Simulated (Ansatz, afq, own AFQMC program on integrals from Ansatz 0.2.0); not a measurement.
Integrals from Ansatz 0.2.0, then the random walk in our own AFQMC program (afq).

```yaml
crystal:
  periodic: [false, false, false]
  atoms:
    - {symbol: Si, position_ang: [0.036290, -0.172583, 1.096879]}
    - {symbol: N, position_ang: [-0.139230, 0.277700, -2.139233]}
    - {symbol: H, position_ang: [0.292464, 1.114075, 1.813733]}
    - {symbol: H, position_ang: [0.631135, -0.164194, -2.649900]}
basis:
  gaussian: {orbitals: cc-pVDZ}
magnetization: {spin_polarized: true, initial_magnetization: 3}
correlation: {method: ccsd_t, electrons: outside_noble_gas, hamiltonian_folder: ham}
```

```sh
$ ansatz run in.yaml --threads 1 --pin off --events-out ev --progress --plain --max-ram 1382MiB
```

Options of the walk:

```
--method phaseless --trial cisd --walkers 60 --populations 1 --least-time 40 --time-step 0.005 --steps-per-block 50 --equilibration-blocks 40 --max-blocks 300 --target-error 0.0008 --factor-cut 1e-05 --start spin_pure --seed 6510 --release-times 0.24,0.51,0.99,1.62,2.4 --release-step 0.03 --release-every 4 --taylor-order 6
```

Times are imaginary, in 1/Eh. The walk had a cap of 1161 s.

```
orbitals 36  electrons 7 4  factors 247 of 412
reference energy -344.39789790 Eh
CCSD correlation -0.21301646 Eh in 21 cycles, weight of the determinant in the CISD state 0.8832
energy of the start -344.608922 Eh
 block  time / (1/Eh)  mean weight  energy / Eh
     1     0.250  0.9993  -344.607247
     2     0.500  1.0004  -344.608596
     3     0.750  1.0019  -344.609069
     4     1.000  1.0024  -344.612217
     5     1.250  1.0008  -344.614245
     9     2.250  1.0025  -344.616717
    21     5.250  1.0015  -344.616103
    41    10.250  0.9997  -344.613381
    61    15.250  0.9972  -344.618862
    81    20.250  1.0016  -344.613483
   101    25.250  0.9996  -344.614929
   121    30.250  0.9989  -344.613840
   141    35.250  1.0020  -344.616065
   156    39.000  1.0008  -344.619097
   161    40.250  0.9997  -344.610115
   181    45.250  0.9968  -344.613415
   191    47.750  1.0008  -344.609840
   196    49.000  0.9989  -344.613076
blocks merged  error / Eh  count
     1  0.000231  160
     2  0.000277  80
     4  0.000322  40
     8  0.000358  20
    16  0.000342  10
released: time / (1/Eh)  energy / Eh  error  mean overlap
  0.24  -344.615226  0.000477  0.9964
  0.51  -344.615163  0.000440  0.9998
  0.99  -344.614967  0.000327  1.0036
  1.62  -344.616120  0.000468  0.9969
  2.40  -344.616118  0.000578  0.9948
energy -344.614606 +/- 0.000358 Eh
(rows thinned)
```

Question: Estimate how long the walk took on 1 thread of Arm Neoverse V1 (shared host).

Answer: 4.5 min of wall time.

The run passed its tests (sampling time, drift between the halves within three errors, error under three times the target), which doesn't prove that it has relaxed.

Against this walk (error 9.8 meV) on the same determinant: CCSD(T) 8.1 meV higher (within the noise), CCSDT(Q) 20.6 meV lower. The error is statistical and leaves out the bias of the constraint. Released to 2.40 1/Eh the energy lies 41 ± 19 meV (both errors) below the phaseless value, which shows part or all of the bias of the constraint, and CCSDT(Q) lies 20.5 meV above the released value.

Cautions: constraint bias not in the error; lower spins were not checked; unrestricted determinant slightly spin contaminated (⟨S²⟩ 3.80 against 3.75).

CCSDT and higher add their correlation energy to the determinant of the CCSD(T) run, since their own runs factorise the integrals more tightly (a shift of under 2 meV).
